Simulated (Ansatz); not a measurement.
# 2H WSe2

Computed with HSE06 in Ansatz (PAW).

Settings: plane-wave cutoff 460 eV, 9×9×2 k mesh (along the axes of the cell as run), Fermi–Dirac smearing 0.01 eV, no spin polarisation, scalar-relativistic PAW data made under PBE.

Cell: relaxed at this level.

For 2H WSe2, the lattice parameter a is 3.287 Å and the c axis length is 14.658 Å. The band gap comes out as 1.96 eV. The smallest direct gap on the k points sampled is 2.04 eV and the Γ–Γ gap is 3.72 eV.

Measured, for comparison: band gap 1.2 eV (room temperature, no zero-point or thermal correction, bulk 2H; as tabulated in Bastos et al. (2019), arXiv:1903.08112); lattice constant a 3.282 Å, lattice parameter c 12.96 Å (300 K, no zero-point or thermal correction; as tabulated in arXiv:1605.07067). Computed (rounded) less measured: lattice constant a +0.2 %, lattice parameter c +13.1 %.

Note: the cell comes from a level without a dispersion term, which matters for the spacing of layers, chains or molecules; the cell has widely spaced layers and the level no dispersion term, so their spacing and the moduli can rest on weak binding.

Spin–orbit coupling is not included.

Computed values are for the static lattice.

Ansatz is a quantum-chemistry and plane-wave program.
